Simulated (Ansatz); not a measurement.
**Basis or method: triplet less singlet of H$_{2}$Al–AsH$_{2}$**

H2Al–AsH2, singlet; coordinates (Å): Al 0.032 0.000 1.750; As -0.038 0.000 -0.678; H 0.000 1.377 2.537; H 0.000 -1.377 2.537; H 1.002 1.109 -0.746; H 1.002 -1.109 -0.746. Quantity: triplet less singlet, vertical.

Ansatz 0.2.0, basis cc-pVDZ or cc-pVTZ; geometries are PBE0/def2-TZVP minima. Wave-function levels freeze the cores with the filled d shells of p-block atoms; HF, MP2 and coupled cluster are restricted for singlets and unrestricted otherwise, restricted open-shell where a d shell is frozen, Kohn–Sham unrestricted where that lies lower. The reference is CCSDT(Q) (coupled cluster only where its series has nearly closed). Semilocal and hybrid functionals correlate all electrons outside any core potential and usually lie nearer their basis limit than the reference, so part of their error here is the reference's basis and frozen-core error; RPA and the MP2 part of double hybrids freeze the same cores as the reference. None of these values is a measured one. Energies are electronic, without zero-point terms. No spin–orbit coupling and no scalar relativity. The species are chosen: bound, without strong static correlation by their natural occupations or amplitudes, in their lowest spin state as far as vertical gaps and like structures tell, and with a ladder that closes on the reference, so errors are smaller than for species at large; levels whose determinant breaks symmetry or spin markedly are left out.

| level | cc-pVDZ (eV) | cc-pVTZ (eV) |
| --- | --- | --- |
| reference | 3.950 (CCSDT(Q)) | 4.002 (CCSDT(Q)) |
| HF | 3.859 | 3.805 |
| MP2 | 4.097 | 4.153 |
| CCSD(T) | 3.962 | 4.020 |
| PBE | 3.657 | 3.652 |
| PBE0 | 3.818 | 3.798 |
| B3LYP | 3.909 | 3.908 |
| RPA-PBE | 3.793 | 3.826 |

From cc-pVDZ to cc-pVTZ the reference moves by 0.052 eV and PBE by -0.005; the step from CCSD(T) to the reference is -0.012 in the first and -0.018 in the last.
